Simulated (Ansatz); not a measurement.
Graphite was calculated with rVV10 (PAW; Ansatz, an electronic-structure program).

Numerical settings: plane-wave cutoff 520 eV, 24×24×8 k mesh (along the axes of the cell as run), Fermi–Dirac smearing 0.05 eV, scalar-relativistic PAW data made under PBE.

Cell (relaxed at this level):

```xyz
4
Lattice="1.2352 -2.1394 0.0000 1.2352 2.1394 0.0000 0.0000 0.0000 6.7442" Properties=species:S:1:pos:R:3 pbc="T T T"
C      0.0000     0.0000     1.6860
C      0.0000     0.0000     5.0581
C      1.2352     0.7131     1.6860
C      1.2352    -0.7131     5.0581
```

Task: What does this level give for the bulk modulus B0 and pressure derivative B′ of the bulk modulus?

Result: 
* **bulk modulus B0**: 38.8 GPa
* **pressure derivative B′ of the bulk modulus**: 10.4

The run finds no gap.

Measured, for comparison: bulk modulus 33.8 ± 0.3 GPa (room temperature, not corrected to a static lattice, our sources range from 33.8 to 35.8; as tabulated in Ouyang et al. (2019), arXiv:1912.06187). Computed (rounded) less measured: bulk modulus +15 % (+8 % to +15 % over the range).

Note: the bulk modulus comes from volumes at which shape and atoms were relaxed.

The computed numbers hold no vibrational or temperature effects.

Cost on a shared machine: about 7 core-minutes (a rough figure).
